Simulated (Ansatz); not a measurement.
For zinc-blende CuCl, PBE (Ansatz, a quantum-chemistry and plane-wave program, plane waves, PAW) gives:

lattice constant a: 5.424 Å
bulk modulus: 48.7 GPa
cohesive energy: 2.88 eV/atom

Q: What does LC-ωPBE in Ansatz (plane waves, PAW) give for the same quantities?

A: 
- lattice constant a: 5.377 Å (decreases by 0.9 %)
- bulk modulus: 53.4 GPa (goes up by 9.7 %)
- cohesive energy: 2.93 eV/atom (grows by 0.05 eV/atom)

For comparison: lattice constant a 5.409 Å (measured, low temperature, extrapolated to low temperature; as tabulated in arXiv:1206.3780); bulk modulus 38.1 GPa (measured, temperature not stated, not corrected to a static lattice; as tabulated in Gopakumar et al. (2017), arXiv:1612.07068); cohesive energy 3.1 ± 0.03 eV/atom (worked out here from tabulated enthalpies at 298 K, copied from a table, unchecked, brought to a static lattice with a Debye model, atoms in their spin–orbit ground levels; inputs from the CRC Handbook).

Changes are worked out from the printed values.

Unless a cell is named, each level is at its own relaxed cell (PBE 19.95, LC-ωPBE 19.43 Å³/atom).

Ansatz's density-functional and Hartree–Fock values are scalar-relativistic unless marked +SOC, with PAW data made under PBE.
